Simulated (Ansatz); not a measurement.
System: methylidyne radical, CH, net charge 0, doublet state. 
Geometry from a B3LYP-D3(BJ)/def2-TZVP (Ansatz, a program for electronic structure) optimisation:
```
C
H 1 1.1235
```
Charge 0, spin multiplicity 2.

Basis-set convergence of Hartree-Fock and MP2 correlation energies (hartree) with Ansatz. Correlated levels leave the core frozen unless marked. Open shells are spin-unrestricted. No spin-orbit coupling. No relativistic terms.

The UHF reference is spin-contaminated (<S^2> 0.35 over the pure value in the largest basis). The T1 diagnostic of CCSD in the largest basis is 0.109, which is high, so the coupled-cluster rows are less sure than usual.

```json
[
 {"basis": "aug-cc-pVDZ", "functions": "32", "E(HF)": "-38.27838", "E(corr, MP2)": "-0.07591"},
 {"basis": "aug-cc-pVTZ", "functions": "69", "E(HF)": "-38.28544", "E(corr, MP2)": "-0.09450"},
 {"basis": "aug-cc-pVQZ", "functions": "126", "E(HF)": "-38.28731", "E(corr, MP2)": "-0.10066"}
]
```

Extrapolating the two largest sets (X = 3 and 4) as X^-3: E(corr) = (64·(-0.10066) - 27·(-0.09450))/37 = -0.1052 Eh, an estimate of the basis-set limit. The largest set recovers 95.7 % of it, the smallest 72.2 %.
